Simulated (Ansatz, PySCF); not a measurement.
O₃, SMILES O=[O+][O-] (connectivity only; charge and spin as stated), charge -1, multiplicity 2. Atoms are numbered in the order given.

```xyz
3

O      0.0000     1.1225     0.2363
O      0.0000     0.0000    -0.4725
O      0.0000    -1.1225     0.2363
```
Charge -1, spin multiplicity 2.

Geometry: PBE0-D3(BJ)/def2-TZVPD. The isomer is the one that the SMILES or the coordinates give; other isomers of the formula were not compared.

Two levels are set side by side: PBE-D3(BJ)/def2-TZVPD (Ansatz, a program for electronic structure) and PBE0-D3(BJ)/def2-TZVPD (Ansatz). Each level has its own optimised geometry; the coordinates shown are those of the second. Frequencies come from the Hessian of PySCF at each geometry. Differences are taken from unrounded values.

```csv
quantity,PBE0-D3(BJ)
mean bond length (Å),1.328
bond O1–O2 (Å),1.328
bond O2–O3 (Å),1.328
highest harmonic wavenumber (cm⁻¹),1122
mean harmonic wavenumber (cm⁻¹),904
zero-point energy (kcal/mol),3.87
```

### Question
What does PBE-D3(BJ) give, and how far is it from PBE0-D3(BJ)? (The exact figures need the calculation; the answer reports its results.)

### Answer

```tsv
quantity	PBE-D3(BJ)	PBE-D3(BJ) minus PBE0-D3(BJ)
mean bond length (Å)	1.365	0.038
bond O1–O2 (Å)	1.365	0.038
bond O2–O3 (Å)	1.365	0.038
highest harmonic wavenumber (cm⁻¹)	1008	-114
mean harmonic wavenumber (cm⁻¹)	789	-115
zero-point energy (kcal/mol)	3.38	-0.49
```

Exact exchange shortens and stiffens bonds; PBE has none. Differences between two approximate levels are no errors against the true value.
